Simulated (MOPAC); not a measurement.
MOPAC input (AM1):

```
AM1 1SCF CHARGE=-1 GEO-OK AUX(PRECISION=9) THREADS=1
C3H3

C    -0.01161473 1   -0.02640307 1    0.83180950 1
C     0.01051919 1   -0.75709445 1   -0.62801581 1
C     0.00595158 1    0.55569554 1   -0.51323913 1
H     0.88841082 1   -0.06781218 1    1.45981855 1
H    -0.92871443 1   -0.07190482 1    1.43431575 1
H     0.01116736 1    1.50652892 1   -1.03746167 1
```

Problem. What heat of formation does the run end on, and which ionisation energy by Koopmans theorem?

Solution. 111.34 kcal/mol; 2.56 eV.
